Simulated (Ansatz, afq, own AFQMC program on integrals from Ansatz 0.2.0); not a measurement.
# AlNH$_{2}$, singlet: AFQMC among the cluster methods

```yaml
atoms:
  - { symbol: Al, position_ang: [0.0000, -0.0184, 0.5793] }
  - { symbol: N, position_ang: [0.0000, 0.0333, -0.8271] }
  - { symbol: H, position_ang: [0.0000, 0.0840, 1.9347] }
  - { symbol: H, position_ang: [0.0000, -0.0988, -1.6868] }
```

Connectivity, by distances: AlH–NH.

Basis cc-pVDZ. Noble-gas cores (and the filled d shells of Ga–Kr and In–Xe) are frozen. AFQMC by an in-house program on the Cholesky factors that Ansatz 0.2.0 writes for its CCSD(T) run. ph-AFQMC/CISD is guided by a CISD state made of CCSD amplitudes; releasing the constraint for a short imaginary time cuts its bias at the price of noise, slowly where states lie close. Free projection: walkers drawn from exp(T), propagated without any constraint. Its projection time is finite, and what remains of the start isn't in its error. ± is one standard error of the sampling.

Determinant: RHF, the one that the program's search chose, which needn't be the lowest solution. The geometry is a point of a scan.

No full CI on the walks' own integrals is used here; CCSDT(Q) serves as the reference and is uncertain by about the last step of the cluster series.

Cautions: higher spins were not checked; raised T1 diagnostic (T1 0.022, weight of the determinant 0.90, largest double 0.05); the ph-AFQMC/CISD walk drifts between its halves (2.2 errors).

```
T1 diagnostic                               : 0.0223
weight of the determinant in the CISD state : 0.896
size of the correlated space                : 10 electrons in 36 orbitals
```

```
  level  correlation energy (eV)
    MP2                  -6.1957
   CCSD                  -6.6239
CCSD(T)                  -6.8272
```

Question: Estimate where free-projection AFQMC lies against CCSD(T) on the same integrals.

Answer: 2.8 ± 1.8 kJ/mol below CCSD(T). The gap is under twice the noise, so this walk alone can't tell the two apart.

Reference: CCSDT(Q), correlation energy -6.871 eV. The released energy is read at 2.40 1/Eh (meV from the phaseless value at times in 1/Eh: 20 ± 17 at 0.24, 26 ± 20 at 0.51, 27 ± 17 at 0.99, 51 ± 19 at 1.62, 60 ± 17 at 2.40).

```tsv
level	E − E(reference) (kJ/mol)	share of correlation (%)
CCSD(T)	4.2	99.37
CCSDT	2.5	99.63
ph-AFQMC/CISD	-5.7 ± 2.7	100.86
released AFQMC	0.1 ± 1.7	99.99
free AFQMC	1.4 ± 1.8	99.79
```

Free projections are given only where their last times agree within the noise and don't stop above the reference; a slow remainder of the start can still hide under it. A walk keeps the symmetry of its determinant, which the program's search chose and which needn't be the lowest solution, so a lower state of the same spin and another symmetry isn't excluded. Released energies are given only where the last usable release times agree within the noise; a slower fall can still hide under it.
